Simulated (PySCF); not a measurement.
Atomic charges against the basis set

Species: 1,4-cyclohexadiene, C6H8.
Atom-mapped SMILES: `[CH:1]1=[CH:2][CH2:3][CH:4]=[CH:5][CH2:6]1` (hydrogens: H7 on C1; H8 on C2; H9, H10 on C3; H11 on C4; H12 on C5; H13, H14 on C6)

PBE0 throughout (PySCF), one geometry, spherical d and f functions. Isolated species at its PBE0-D3(BJ)/def2-SVP geometry, gas phase. Atoms taken as equivalent share a column and are averaged.

Mulliken charges (e):

```tsv
basis	functions	C1/C2/C4/C5	C3/C6	H7/H8/H11/H12	H9/H10/H13/H14
STO-3G	38	-0.085	-0.158	+0.076	+0.087
6-31G	70	-0.122	-0.425	+0.153	+0.182
pcSseg-0	70	-0.201	-0.566	+0.225	+0.259
6-31G*	100	-0.136	-0.411	+0.157	+0.185
def2-SVP	124	-0.121	+0.091	+0.023	+0.052
cc-pVDZ	124	-0.076	+0.022	+0.004	+0.060
pcSseg-1	142	-0.182	-0.118	+0.097	+0.144
6-311+G(2d,p)	210	+0.037	-0.567	+0.102	+0.145
aug-cc-pVDZ	210	+0.478	+0.225	-0.558	-0.032
def2-TZVP	234	-0.222	+0.016	+0.110	+0.104
IGLO-III	290	-0.093	-0.216	+0.089	+0.112
cc-pVTZ	292	-0.158	-0.094	+0.114	+0.091
pcSseg-2	328	-0.154	+0.207	+0.023	+0.028
```

IAO charges (e):

| basis | functions | C1/C2/C4/C5 | C3/C6 | H7/H8/H11/H12 | H9/H10/H13/H14 |
| --- | --- | --- | --- | --- | --- |
| STO-3G | 38 | -0.138 | -0.273 | +0.131 | +0.143 |
| 6-31G | 70 | -0.153 | -0.282 | +0.143 | +0.151 |
| pcSseg-0 | 70 | -0.152 | -0.291 | +0.142 | +0.155 |
| 6-31G* | 100 | -0.148 | -0.267 | +0.138 | +0.144 |
| def2-SVP | 124 | -0.148 | -0.264 | +0.137 | +0.143 |
| cc-pVDZ | 124 | -0.151 | -0.268 | +0.140 | +0.145 |
| pcSseg-1 | 142 | -0.154 | -0.269 | +0.141 | +0.147 |
| 6-311+G(2d,p) | 210 | -0.157 | -0.273 | +0.144 | +0.149 |
| aug-cc-pVDZ | 210 | -0.157 | -0.272 | +0.144 | +0.149 |
| def2-TZVP | 234 | -0.156 | -0.273 | +0.144 | +0.149 |
| IGLO-III | 290 | -0.158 | -0.274 | +0.145 | +0.150 |
| cc-pVTZ | 292 | -0.156 | -0.274 | +0.144 | +0.149 |
| pcSseg-2 | 328 | -0.157 | -0.274 | +0.144 | +0.150 |

Problem. Which scheme is steadiest as the basis changes?

Solution. Largest range over the bases for any column: IAO 0.03 e, Mulliken 0.79 e. IAO charges move least and Mulliken charges most, counted in e. Without the minimal STO-3G basis the ranges are IAO 0.03, Mulliken 0.79 e.

Problem. How much do the charges still move between the two largest bases, cc-pVTZ and pcSseg-2?

Solution. At most, over all atoms: Mulliken 0.301 e, IAO 0.001 e.

Problem. What do the same runs give for the total energy and the frontier levels?

Solution. 
```json
{"basis": "STO-3G", "energy (Eh)": "-230.3373", "HOMO (eV)": "-4.83", "LUMO (eV)": "3.75"}
{"basis": "6-31G", "energy (Eh)": "-233.0776", "HOMO (eV)": "-6.35", "LUMO (eV)": "0.90"}
{"basis": "pcSseg-0", "energy (Eh)": "-232.6185", "HOMO (eV)": "-6.65", "LUMO (eV)": "0.57"}
{"basis": "6-31G*", "energy (Eh)": "-233.1276", "HOMO (eV)": "-6.36", "LUMO (eV)": "0.85"}
{"basis": "def2-SVP", "energy (Eh)": "-232.9689", "HOMO (eV)": "-6.55", "LUMO (eV)": "0.51"}
{"basis": "cc-pVDZ", "energy (Eh)": "-233.1482", "HOMO (eV)": "-6.49", "LUMO (eV)": "0.58"}
{"basis": "pcSseg-1", "energy (Eh)": "-233.1027", "HOMO (eV)": "-6.63", "LUMO (eV)": "0.37"}
{"basis": "6-311+G(2d,p)", "energy (Eh)": "-233.1953", "HOMO (eV)": "-6.61", "LUMO (eV)": "0.21"}
{"basis": "aug-cc-pVDZ", "energy (Eh)": "-233.1587", "HOMO (eV)": "-6.59", "LUMO (eV)": "-0.07"}
{"basis": "def2-TZVP", "energy (Eh)": "-233.2131", "HOMO (eV)": "-6.60", "LUMO (eV)": "0.30"}
{"basis": "IGLO-III", "energy (Eh)": "-233.2195", "HOMO (eV)": "-6.61", "LUMO (eV)": "0.22"}
{"basis": "cc-pVTZ", "energy (Eh)": "-233.2090", "HOMO (eV)": "-6.57", "LUMO (eV)": "0.37"}
{"basis": "pcSseg-2", "energy (Eh)": "-233.2145", "HOMO (eV)": "-6.62", "LUMO (eV)": "0.23"}
```
